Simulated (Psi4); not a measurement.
**A workflow on N2H (dinitrogen monohydride)**

We compute a geometry optimisation (U-wB97X-D/6-31G**), then the harmonic vibrations, then a single-point energy (UMP2/def2-TZVPP) of N2H (dinitrogen monohydride). 

The results are computed with Psi4 1.11.

### 1 The structure to begin with

N2H has 3 atoms, charge 0, and is taken as a doublet. As SMILES, `[N]=N`. The coordinates come from a GFN2-xTB relaxation. The run starts from this shape.

Bond lengths: N1–N2 1.164 Å, N2–H3 1.037 Å. Angles: N1–N2–H3 124.8°.

### 2 A structure relaxation at U-wB97X-D/6-31G(d,p) (density fitting, Cartesian functions) (run 1)

Contents of calc.py:

```python
import psi4

psi4.set_memory('1600 MB')
psi4.set_num_threads(1)
psi4.set_output_file('psi4.out', False)

molecule = psi4.geometry("""
0 2
N      0.715210    -0.640440     0.325220
N     -0.243160    -0.185380    -0.152740
H     -0.472040     0.825820    -0.172480
symmetry c1
""")

psi4.set_options({
    'reference': 'uks',
    'geom_maxiter': 60,
})

E, wfn = psi4.optimize('wb97x-d/6-31G**', return_wfn=True)
print(f'total energy {E:.8f} hartree = {E * 27.211386:.5f} eV')
molecule.save_xyz_file('final.xyz', False)
```

Launch:

```bash
python calc.py
```

psi4.out:

```text
[...]
  Running in c1 symmetry.
[...]
  Nuclear repulsion =   27.754370072613362
[...]
  Multiplicity = 2
[...]
  Nalpha       = 8
  Nbeta        = 7
[...]
    Number of basis functions: 35
[...]
   @DF-UKS iter   1:  -109.94788079863342   -5.16228e-01   7.77203e-03 ADIIS/DIIS
[...]
   @DF-UKS iter   9:  -109.99093922364811   -9.09495e-13   3.71540e-09 DIIS
[...]
   @S^2 Observed:                7.549894865E-01
[...]
  @DF-UKS Final Energy:  -109.99093922364811
   => Energetics <=
    Nuclear Repulsion Energy =             27.4934484010626115
    One-Electron Energy =                -202.9464808502339110
    Two-Electron Energy =                  75.2298366863525700
    DFT Exchange-Correlation Energy =      -9.7677077287276575
    Empirical Dispersion Energy =          -0.0000357321017179
    VV10 Nonlocal Energy =                  0.0000000000000000
    Total Energy =                       -109.9909392236481125
[...]
  -Total Gradient:
     Atom            X                  Y                   Z
    ------   -----------------  -----------------  -----------------
       1       -0.000138827236     0.000046647694     0.000000000000
       2        0.000059881351    -0.000100057214     0.000000000000
       3       -0.000068981684     0.000118891836    -0.000000000000
[...]
    Final optimized geometry and variables:
    Molecular point group: c1
    Full point group: Cs
    Geometry (in Angstrom), charge = 0, multiplicity = 2:
    N            0.579225010197    -0.238555767260     0.000000000000
    N           -0.531374195729     0.152465094277    -0.000000000000
    H           -0.664855976726     1.196173965040    -0.000000000000
[...]
```

On the terminal:

```text
Optimizer: Optimization complete!
total energy -109.99093922 hartree = -2993.00590 eV
```

Wall time 8.1 s (1 thread of Intel Xeon 6975P-C (Granite Rapids), shared host); peak memory 0.29 GiB.

Step by step:

```csv
step,energy from the first frame kept (eV),largest force (eV/Å)
0,0.0000,1.6572
1,-0.0465,0.5066
2,-0.0489,0.0351
3,-0.0489,0.0075
```

After the run. Bond lengths: N1–N2 1.177 Å, N2–H3 1.052 Å. Angles: N1–N2–H3 116.7°.

### 3 Vibrational wavenumbers at U-wB97X-D/6-31G(d,p) (density fitting, Cartesian functions) (run 2)

Contents of hn2.dat:

```
memory 1600 MB

molecule {
  0 2
  N
  N 1 R2
  H 2 R3 1 A3

  R2 = 1.177424
  R3 = 1.05221
  A3 = 116.68428
  symmetry c1
}

set globals {
  reference uks
  t 600.0
  rotational_symmetry_number 1
}

e = frequencies('wb97x-d/6-31G**')
```

Launch:

```bash
psi4 -n 1 hn2.dat hn2.out
```

hn2.out:

```text
[...]
  Running in c1 symmetry.
[...]
  Nuclear repulsion =   27.493453229053852
[...]
  Multiplicity = 2
[...]
  Nalpha       = 8
  Nbeta        = 7
[...]
    Number of basis functions: 35
[...]
   @DF-UKS iter   1:  -109.95070529523144   -5.46771e-01   7.57399e-03 DIIS/ADIIS
[...]
   @DF-UKS iter  14:  -109.99093922198408   -6.53699e-13   3.19255e-09 DIIS
[...]
   @S^2 Observed:                7.549895332E-01
[...]
  @DF-UKS Final Energy:  -109.99093922198408
   => Energetics <=
    Nuclear Repulsion Energy =             27.4934393713060743
    One-Electron Energy =                -202.9464640059665612
    Two-Electron Energy =                  75.2298279679710618
    DFT Exchange-Correlation Energy =      -9.7677068230202835
    Empirical Dispersion Energy =          -0.0000357322743534
    VV10 Nonlocal Energy =                  0.0000000000000000
    Total Energy =                       -109.9909392219840782
[...]
  -Total Gradient:
     Atom            X                  Y                   Z
    ------   -----------------  -----------------  -----------------
       1       -0.000001959895    -0.000146618950     0.000000028656
       2       -0.000076611526     0.000090712626     0.000000214244
       3        0.000091212564    -0.000105369067    -0.000000255485
[...]
  ==> Harmonic Vibrational Analysis <==
[...]
  Freq [cm^-1]                1138.7300           1937.5760           2968.7701
[...]
  IR activ [km/mol]            106.6086            20.0756             39.8321
[...]
  Total E_0, Enthalpy at 0 [K]                                                         -109.97716753 [Eh]
[...]
  Total H, Enthalpy at  600.00 [K]                                                     -109.96910892 [Eh]
[...]
  Total G, Gibbs energy at  600.00 [K]                                                 -110.02623543 [Eh]
[...]
```

Run time: 26 s. Hardware: 1 thread of Intel Xeon 6975P-C (Granite Rapids), shared host; peak memory 0.29 GiB.

### 4 A single-point energy at UMP2/def2-TZVPP (density fitting, density fitting for correlation) (run 3)

Contents of calc.inp:

```
memory 1600 MB

molecule system {
  0 2
  N      1.37907866    -1.14789524     0.63619520
  N     -0.49356056    -0.41206234    -0.31377013
  H     -0.80134970     1.55201884    -0.27710755
  units au
}

set {
  basis           def2-TZVPP
  reference       uhf
  num_frozen_docc 2
}

result, w = energy('mp2', return_wfn=True)
```

Launch:

```bash
psi4 calc.inp calc.out -n 1
```

calc.out:

```text
[...]
  Running in cs symmetry.
[...]
  Nuclear repulsion =   27.493457651292292
[...]
  Multiplicity = 2
[...]
  Nalpha       = 8
  Nbeta        = 7
[...]
    Number of basis functions: 76
[...]
   @DF-UHF iter   1:  -109.43338255285170   -7.77035e-01   3.76166e-03 ADIIS/DIIS
[...]
   @DF-UHF iter  20:  -109.47255305532525   -2.06057e-12   9.38064e-09 DIIS
[...]
   @S^2 Observed:                8.787719034E-01
[...]
  @DF-UHF Final Energy:  -109.47255305532525
   => Energetics <=
    Nuclear Repulsion Energy =             27.4934576512922924
    One-Electron Energy =                -202.7556161455938764
    Two-Electron Energy =                  65.7896054389763378
    Total Energy =                       -109.4725530553252497
  UHF NO Occupations:
  HONO-2 :    6 Ap 1.9942069
  HONO-1 :    1App 1.9437893
[...]
 Multipole Moments:
 ------------------------------------------------------------------------------------
     Multipole            Electronic (a.u.)      Nuclear  (a.u.)        Total (a.u.)
 ------------------------------------------------------------------------------------
 L = 1.  Multiply by 2.5417464519 to convert [e a0] to [Debye]
 Dipole X            :          0.4056090           -0.6234211           -0.2178121
 Dipole Y            :         -0.3903531            1.1216269            0.7312738
 Dipole Z            :          0.0000000            0.0000000            0.0000000
 Magnitude           :                                                    0.7630226
[...]
```

Run time: 1.6 s. Hardware: 1 thread of Intel Xeon 6975P-C (Granite Rapids), shared host; peak memory 0.2 GiB.

### 5 What came out

```
                                                                          quantity             value
                                 run 1, U-wB97X-D/6-31G**: total energy at the end     -109.99094 Eh
                                           run 1, U-wB97X-D/6-31G**: dipole moment            1.99 D
                      run 1, U-wB97X-D/6-31G**: HOMO energy (highest over α and β)          -8.02 eV
                       run 1, U-wB97X-D/6-31G**: LUMO energy (lowest over α and β)           0.43 eV
                                       run 1, U-wB97X-D/6-31G**: dispersion energy      -0.09 kJ/mol
                                                    run 1, U-wB97X-D/6-31G**: ⟨S²⟩             0.755
                              run 2, U-wB97X-D/6-31G**: lowest harmonic wavenumber         1139 cm⁻¹
                             run 2, U-wB97X-D/6-31G**: highest harmonic wavenumber         2969 cm⁻¹
                                       run 2, U-wB97X-D/6-31G**: zero-point energy       36.2 kJ/mol
  run 2, U-wB97X-D/6-31G**: ideal-gas entropy at 600 K (symmetry number 1 as used)  59.7 cal/(mol K)
                                              run 3, UMP2/def2-TZVPP: total energy     -109.82773 Eh
run 3, UMP2/def2-TZVPP: HOMO energy (Hartree–Fock orbitals) (highest over α and β)         -10.72 eV
 run 3, UMP2/def2-TZVPP: LUMO energy (Hartree–Fock orbitals) (lowest over α and β)           3.23 eV
               run 3, UMP2/def2-TZVPP: correlation energy (2 core orbitals frozen)        -355.2 mEh
                         run 3, UMP2/def2-TZVPP: ⟨S²⟩ of the reference determinant             0.879
```

**Reading.** The optimisation (run 1, U-wB97X-D/6-31G**) took 4 steps and changed the energy by -0.049 eV. All 3 modes (run 2, U-wB97X-D/6-31G**) are real, so the shape is a minimum at this level. ⟨S²⟩ (run 3, UMP2/def2-TZVPP) is 0.88 where a pure doublet has 0.75: the reference is spin-contaminated.
